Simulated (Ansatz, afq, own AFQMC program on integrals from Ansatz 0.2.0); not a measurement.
Integrals from Ansatz 0.2.0, then the random walk in our own AFQMC program (afq).

```yaml
crystal:
  periodic: [false, false, false]
  atoms:
    - {symbol: N, position_ang: [0.000000, -0.129220, 0.530635]}
    - {symbol: N, position_ang: [0.000000, 0.078417, -0.615382]}
    - {symbol: H, position_ang: [0.000000, 0.705987, 1.177680]}
basis:
  gaussian: {orbitals: cc-pVDZ}
magnetization: {spin_polarized: false, initial_magnetization: 1}
correlation: {method: ccsd_t, electrons: outside_noble_gas, hamiltonian_folder: ham}
```

```sh
$ ansatz run in.yaml --threads 1 --pin off --events-out ev --progress --plain --max-ram 1382MiB
```

afq runs on the folder ham with

```
--method phaseless --trial hf --walkers 120 --populations 1 --least-time 40 --time-step 0.005 --steps-per-block 20 --equilibration-blocks 112 --max-blocks 600 --target-error 0.0012000 --factor-cut 1e-05 --start spin_pure --seed 5080 --taylor-order 6
```

Times are imaginary, in 1/Eh. The walk had a cap of 774 s.

afq prints:

```
orbitals 31  electrons 6 5  factors 237 of 319
reference energy -109.42932775 Eh
CCSD correlation -0.32104690 Eh in 11 cycles, weight of the determinant in the CISD state 0.8796
energy of the start -109.429329 Eh
 block  time / (1/Eh)  mean weight  energy / Eh
     1     0.100  1.0036  -109.530939
     2     0.200  1.0047  -109.597970
     3     0.300  1.0037  -109.637848
     4     0.400  1.0035  -109.676381
     5     0.500  0.9988  -109.683279
     7     0.700  0.9990  -109.695793
     9     0.900  1.0017  -109.751375
    18     1.800  0.9980  -109.714554
    52     5.200  0.9992  -109.707208
    86     8.600  0.9976  -109.781811
   120    12.000  0.9932  -109.773819
   154    15.400  0.9992  -109.787761
   188    18.800  0.9993  -109.739379
   222    22.200  0.9994  -109.750038
   256    25.600  0.9991  -109.780188
   290    29.000  1.0009  -109.746743
   324    32.400  1.0013  -109.724333
   358    35.800  0.9996  -109.752155
   392    39.200  0.9992  -109.749822
   426    42.600  0.9991  -109.756767
   460    46.000  1.0026  -109.774126
   494    49.400  1.0014  -109.829529
   528    52.800  1.0008  -109.706775
   562    56.200  1.0020  -109.764272
   596    59.600  1.0027  -109.866086
   630    63.000  0.9993  -109.726175
   664    66.400  0.9998  -109.718388
   698    69.800  0.9990  -109.724754
blocks merged  error / Eh  count
     1  0.001291  600
     2  0.001716  300
     4  0.002171  150
     8  0.002581  75
    16  0.002800  37
    32  0.002692  18
    64  0.002447  9
energy -109.760368 +/- 0.002800 Eh
(rows thinned)
```

The run passed its tests (sampling time, drift between the halves within three errors, error under three times the target), which doesn't prove that it has relaxed.

Against this walk (error 76.2 meV) on the same determinant: CCSD(T) 35.9 meV lower (within the noise), CCSDT(Q) 81.9 meV lower (within the noise), a separate phaseless walk with a CISD trial and standard settings 65.4 ± 79.4 meV lower (within the noise). The error is statistical and leaves out the bias of the constraint.

Cautions: constraint bias not in the error; error above the target (76.2 against 32.7 meV); a spin-contaminated unrestricted determinant lies lower (UHF 226 meV lower, ⟨S²⟩ 0.84).

The walk took 2.7 min on 1 thread of AMD EPYC 7R43 64-Core Processor (Zen 3), with other jobs on the host. The log's last line is the phaseless energy.

CCSDT and higher add their correlation energy to the determinant of the CCSD(T) run, since their own runs factorise the integrals more tightly (a shift of under 2 meV). A walk keeps the symmetry of its determinant, which the program's search chose and which needn't be the lowest solution, so a lower state of the same spin and another symmetry isn't excluded.
